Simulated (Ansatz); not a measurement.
Basis-set extrapolation for `F/[C]=C\F` radical (PBE0-D4/def2-TZVP geometry, frozen core, Ansatz). Multiplicity 2, UHF reference.

|  | def2-TZVPP | def2-QZVPP |
| --- | --- | --- |
| HF | -275.197048 | -275.209268 |
| MP2 correlation | -0.759797 | -0.826872 |
| CCSD(T) correlation | -0.813337 | not run |

Energies in hartree. Use E(X) = E(∞) + A·exp(−7.88·√X) for Hartree–Fock and E(X) = E(∞) + B·X^(−2.97) for correlation, with X = 3 and 4, and add CCSD(T) minus MP2 of the smaller set to the MP2 limit.

Q: What is the CCSD(T) energy at the basis-set limit?

A: HF limit: -275.209268 + (-0.012220) × 0.13774 = -275.21095. MP2 limit: -0.826872 + (-0.067075) × 0.74074 = -0.87656. Higher-order term: -0.813337 − (-0.759797) = -0.05354. Total: -276.14105 hartree, 343.1 kJ/mol below CCSD(T)/def2-TZVPP.

The UHF reference is spin-contaminated (⟨S²⟩ = 0.94, T1 = 0.031).
